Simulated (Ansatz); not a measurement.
**B3LYP/6-31G(d) (spherical functions) run of AlH3 (SMILES [AlH3])**

What is the vertical electron affinity of AlH3 at B3LYP/6-31G* (spherical functions)? 

The calculation is run with Ansatz 0.2.0.

35 further runs of the same task are left out: 1 that didn't finish, 34 set aside as unsound or not needed.

### Step 1. The molecule

AlH3 has 4 atoms, charge 0, and is taken as a singlet. As SMILES, `[AlH3]`. The shape is that of a PBE0-D4/def2-TZVP optimisation.

Bond lengths: Al1–H2 1.586 Å, Al1–H3 1.586 Å, Al1–H4 1.586 Å. Angles: H2–Al1–H3 120.0°, H2–Al1–H4 120.0°, H3–Al1–H4 120.0°.

### Step 2. The energy at B3LYP/6-31G(d) (spherical functions)

run.yaml

```yaml
basis:
  gaussian: {orbitals: 6-31G_st_-spherical.json}
crystal:
  periodic: [false, false, false]
  atoms:
    - symbol: Al
      position_ang: [0.013700, -0.014800, -0.005100]
    - symbol: H
      position_ang: [0.633200, 0.670900, 1.283600]
    - symbol: H
      position_ang: [-1.340800, -0.832000, 0.105100]
    - symbol: H
      position_ang: [0.749400, 0.115700, -1.403900]
magnetization: {spin_polarized: false, initial_magnetization: 0}
hamiltonian: {xc: {name: B3LYP}}
accuracy: high
output: {orbitals: {seedname: orbitals}}
```

The basis set 6-31G* is read from a file made from the Basis Set Exchange's data (not shown).

On the command line:

```console
$ ansatz run run.yaml --threads 1 --pin off --max-ram 3480MiB --events-out events.jsonl --progress --plain --runs-dir runs
```

Standard output:

```text
Warning: RAYON_NUM_THREADS=1 ignored (pool sized by the plan → 1); use --threads N
Functional definition: B3LYP
  name "B3LYP"
  parameter a0 = 0.2
  parameter ax = 0.72
  parameter ac = 0.81
  exchange = (1 - a0 - ax)*slater_x + ax*b88_x + a0*exact_x
  correlation = (1 - ac)*vwn_rpa_c + ac*lyp_c
453 factors; integrals over basis functions are off by at most 3.6e-9 eV
mean field evaluation 1: about -6644.6840 eV, gradient 1.0e1 eV
mean field evaluation 2: about -6645.0692 eV, gradient 3.1e0 eV
mean field evaluation 4: about -6645.1071 eV, gradient 3.1e-1 eV
mean field evaluation 8: about -6645.1074 eV, gradient 4.0e-4 eV
mean field -6645.10743447 eV, -244.2031940011 hartree, gradient 1.3e-8 eV, S^2 0.000000; 0 other end points of the search recorded, 0 dependent functions left out
reference -6645.10746979 eV, -244.2031952991 hartree; 8, 8 occupied and 16, 16 virtual orbitals, 453 factors
Total energy: -6645.10746979 eV, -244.2031952991 hartree
```

It took 0.93 s on 1 thread of Arm Neoverse V1, shared host.

### Step 3. The doublet anion, same level

in.yaml

```yaml
crystal:
  periodic: [false, false, false]
  atoms:
    - symbol: Al
      position_ang: [0.013700, -0.014800, -0.005100]
    - symbol: H
      position_ang: [0.633200, 0.670900, 1.283600]
    - symbol: H
      position_ang: [-1.340800, -0.832000, 0.105100]
    - symbol: H
      position_ang: [0.749400, 0.115700, -1.403900]
basis:
  gaussian: {orbitals: 6-31G_st_-spherical.json}
magnetization: {spin_polarized: true, initial_magnetization: 1}
output: {orbitals: {seedname: orbitals}}
total_charge: -1
hamiltonian: {xc: {name: B3LYP}}
accuracy: high
```

The basis set 6-31G* is read from a file made from the Basis Set Exchange's data (not shown).

On the command line:

```console
$ ansatz run in.yaml --threads 1 --pin off --max-ram 3480MiB --events-out events.jsonl --progress --plain --runs-dir runs
```

Standard output, cut to the lines that bear on the results:

```text
Warning: RAYON_NUM_THREADS=1 ignored (pool sized by the plan → 1); use --threads N
[... 7 set-up lines as earlier in the session ...]
453 factors; integrals over basis functions are off by at most 3.6e-9 eV
mean field evaluation 1: about -6644.8391 eV, gradient 5.0e0 eV
mean field evaluation 2: about -6645.0052 eV, gradient 2.0e0 eV
mean field evaluation 4: about -6645.0388 eV, gradient 3.0e-1 eV
mean field evaluation 8: about -6645.0799 eV, gradient 2.5e-2 eV
mean field evaluation 16: about -6645.0799 eV, gradient 1.5e-6 eV
mean field -6645.07986915 eV, -244.2021809944 hartree, gradient 9.5e-8 eV, S^2 0.752841; 0 other end points of the search recorded, 0 dependent functions left out
reference -6645.07990184 eV, -244.2021821958 hartree; 9, 8 occupied and 15, 16 virtual orbitals, 453 factors
Total energy: -6645.07990184 eV, -244.2021821958 hartree
```

It took 1.9 s on 1 thread of Arm Neoverse V1, shared host; peak memory 0.11 GiB.

### Step 4. Outcome

Level: B3LYP/6-31G* (spherical functions).

```
                                         quantity          value
                       singlet AlH3: total energy  -244.20320 Eh
                        singlet AlH3: HOMO energy       -8.36 eV
                        singlet AlH3: LUMO energy       -1.93 eV
                      singlet AlH3: HOMO–LUMO gap        6.43 eV
                      doublet anion: total energy  -244.20218 Eh
doublet anion: HOMO energy (highest over α and β)        2.08 eV
 doublet anion: LUMO energy (lowest over α and β)        4.17 eV
                              doublet anion: ⟨S²⟩          0.753
vertical electron affinity (to the doublet anion)      -0.028 eV
```

The anion lies 0.03 eV (0.6 kcal/mol) above the neutral: the electron isn't bound at this level, and such a value depends on the basis. Without diffuse functions anions come out too high. The HOMO (doublet anion) lies at positive energy, 2.08 eV; only total energies tell whether the electron is bound.
